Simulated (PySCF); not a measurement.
## BH6PSi: core ionisation energies

Compound: BH6PSi.
Bonds: B1–P2, P2–Si3. Hydrogens: H4, H5 on B1; H6 on P2; H7, H8, H9 on Si3.

Computed with delta-SCF UKS SCAN, pcX-2 on the ionised atom, pcseg-1 elsewhere, spin-free X2C (PySCF 2.14.0). These are vertical core ionisation energies against the vacuum level, from separate self-consistent calculations with and without the core hole.

**Question.** Give the core binding energies atom by atom.

**Answer.** 
```
atom(s)                  environment     level  binding energy (eV)  2p1/2 (eV)  count
    Si3                 SiH3 silicon  Si 2p3/2               107.07      107.70      1
     P2  three-coordinate phosphorus   P 2p3/2               136.12      137.01      1
    Si3                 SiH3 silicon     Si 1s              1846.85           –      1
     P2  three-coordinate phosphorus      P 1s              2149.59           –      1
```

**Question.** Which effective nuclear charge Zeff reproduces each element's mean 1s value in the hydrogen-like formula E = 13.606 eV × Zeff²?

**Answer.** Si (Z = 14): mean 1846.8 eV, Zeff = 11.65, Z − Zeff = 2.35; P (Z = 15): mean 2149.6 eV, Zeff = 12.57, Z − Zeff = 2.43. Means run over the listed sites, weighted by atom count.

**Question.** Which photon wavelength matches the P 1s of P2 threshold?

**Answer.** λ = hc/E = 12398.42 eV Å / 2149.59 eV = 5.768 Å.

Not every level is listed. Spin–orbit and ligand-field terms were added within each 2p shell after the spin-free SCF. 2p1/2 minus 2p3/2 (ligand field included): P 0.89 eV, Si 0.62 eV. No level of boron is listed. One conformer (not necessarily the lowest) at the PBE0-D3(BJ)/def2-SVP geometry, without solvent, vibrations or thermal averaging.

Hardware: Arm Neoverse V2, one thread, no GPU (shared host). Cost: 12 s wall, 0.42 GiB resident at most.
